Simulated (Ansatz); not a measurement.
Geometry optimisation, RKS PBE0/def2-SVP (Ansatz 0.2.0).

Input file:

```yaml
crystal:
  periodic: [false, false, false]
  atoms:
    - { symbol: B, position_ang: [0.101322, -0.525645, -0.195012] }
    - { symbol: H, position_ang: [-0.236618, 0.411219, 1.986869] }
    - { symbol: H, position_ang: [1.141373, 0.08059, -0.277254] }
    - { symbol: H, position_ang: [-0.957715, -0.060431, -0.53837] }
    - { symbol: "N", position_ang: [0.134741, -1.908745, 0.284949] }
    - { symbol: H, position_ang: [-0.690906, -2.490232, 0.336159] }
    - { symbol: H, position_ang: [0.992389, -2.377319, 0.544522] }
    - { symbol: H, position_ang: [-0.168787, -0.293037, 1.855537] }
basis:
  gaussian: { orbitals: def2-SVP }
hamiltonian:
  xc: pbe0
relax:
  f_tol: 0.03
  max_steps: 50
output:
  orbitals: {}
```

Command:

```bash
$ ansatz run input.yaml --threads 1 --pin off --max-ram 2048MiB --backend cpu --events-out ev --progress --plain --runs-dir out
```

**Question.** Where does it end, and by what steps?

**Answer.** The run converged. The force dipped under the threshold on the way, but the program's further checks kept it going. After 17 steps the energy has fallen by 0.372 eV; H2 moved furthest, 1.33 Å.

```
step  energy less start (eV)  largest force component (eV/Å)  accepted
   0                  0.0000                           2.521       yes
   1                 -0.2288                           1.137       yes
   2                 -0.3031                           0.335       yes
   3                 -0.3335                           0.196       yes
   4                 -0.3453                           0.134       yes
   5                 -0.3517                           0.070       yes
   6                 -0.3505                           0.412        no
   7                 -0.3552                           0.028       yes
   8                 -0.3563                           0.244       yes
   9                 -0.3594                           0.108       yes
  10                 -0.3611                           0.362       yes
  11                 -0.3623                           0.386       yes
  12                 -0.3687                           0.017       yes
  13                 -0.3701                           0.029       yes
  14                 -0.3664                           0.376        no
  15                 -0.3712                           0.100       yes
  16                 -0.3717                           0.072       yes
  17                 -0.3722                           0.028       yes
```

```xyz
8
Properties=species:S:1:pos:R:3
B 0.199 -0.773 -0.842
H -0.378 0.153 3.286
H 1.278 -0.335 -1.173
H -0.815 -0.478 -1.436
N 0.121 -1.638 0.243
H -0.746 -2.049 0.565
H 0.929 -1.935 0.776
H -0.273 -0.107 2.578
```

Whether the end is a true minimum wasn't checked by a vibrational analysis.

The run took 23 s on 1 thread of Arm Neoverse V1, with other jobs on the host, peak memory 0.094 GiB.
